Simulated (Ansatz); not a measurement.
## Sb (model structure, started from the black-P type, Cmce, No. 64, 4 atoms in the cell)

All values below come from PBEsol (plane waves, PAW; Ansatz, a first-principles code).

Run with plane-wave cutoff 500 eV, 10×10×8 k mesh (along the axes of the cell as run), Fermi–Dirac smearing 0.05 eV, scalar-relativistic PAW data made under PBE.

Cell (relaxed at this level):

Space group Cmce (No. 64); a = 4.3134 Å, b = 12.0105 Å, c = 4.5938 Å, α = 90.00°, β = 90.00°, γ = 90.00°

```tsv
atom	site	symmetry	x	y	z
Sb	8f	m..	0.0000	0.3813	0.4625
```
(The calculation used a cell of 4 atoms; values per cell refer to that cell.)

```
Item      Value
--------  -----
band gap   none
```

Note: the relaxation could raise the start's symmetry but not lower it, so the cell can be a saddle point.

Spin–orbit coupling is not included.

Static lattice: no zero-point or thermal effects.

Cost on a shared machine: around 6 core-minutes (rough).

A model structure was made by putting elements into a prototype or built by hand; it is no filed structure, need not be a known phase, and can be a saddle point held by its symmetry.
